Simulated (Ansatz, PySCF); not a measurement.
This Ansatz (an electronic-structure program) input computes a CCSD(T)/cc-pVDZ energy:

Ansatz 0.2 input:
```yaml
crystal:
  periodic: [false, false, false]
  atoms:
    - {symbol: C, position_ang: [-0.00022290, 0.00111095, 2.05650231]}
    - {symbol: C, position_ang: [-0.00006510, 0.00032447, 0.60063127]}
    - {symbol: C, position_ang: [0.00006510, -0.00032447, -0.60063127]}
    - {symbol: C, position_ang: [0.00022290, -0.00111095, -2.05650231]}
    - {symbol: H, position_ang: [-0.00898307, 1.02015988, 2.44984108]}
    - {symbol: H, position_ang: [-0.87824496, -0.51564395, 2.45057652]}
    - {symbol: H, position_ang: [0.88643126, -0.50054473, 2.45075963]}
    - {symbol: H, position_ang: [-0.00845189, 1.01751241, -2.45094375]}
    - {symbol: H, position_ang: [0.88696243, -0.50319220, -2.45002519]}
    - {symbol: H, position_ang: [-0.87771378, -0.51829141, -2.45020830]}
basis:
  gaussian:
    orbitals: cc-pVDZ
magnetization: {spin_polarized: false}
correlation: {method: ccsd_t, electrons: outside_noble_gas}
```

Question: Write an input for the same energy in PySCF and say what it gives.

Answer: 
```python
from pyscf import gto, scf, mp, cc as ccmod

mol = gto.M(
    atom='''
    C    -0.00022290    0.00111095    2.05650231
    C    -0.00006510    0.00032447    0.60063127
    C     0.00006510   -0.00032447   -0.60063127
    C     0.00022290   -0.00111095   -2.05650231
    H    -0.00898307    1.02015988    2.44984108
    H    -0.87824496   -0.51564395    2.45057652
    H     0.88643126   -0.50054473    2.45075963
    H    -0.00845189    1.01751241   -2.45094375
    H     0.88696243   -0.50319220   -2.45002519
    H    -0.87771378   -0.51829141   -2.45020830
    ''',
    basis='cc-pvdz',
    charge=0,
    spin=0,
    verbose=4,
)

mf = scf.RHF(mol)
mf.conv_tol = 1e-10
mf.max_cycle = 100
mf.kernel()
mp2 = mp.MP2(mf, frozen=4).run()
cc = ccmod.CCSD(mf, frozen=4)
cc.max_cycle = 100
cc.kernel()
et = cc.ccsd_t()
print(f'E(CCSD(T)) = {cc.e_tot + et:.9f}')
```
It gives -155.52009 Eh, and Ansatz -155.52009 Eh, a difference of 0.00 mEh.
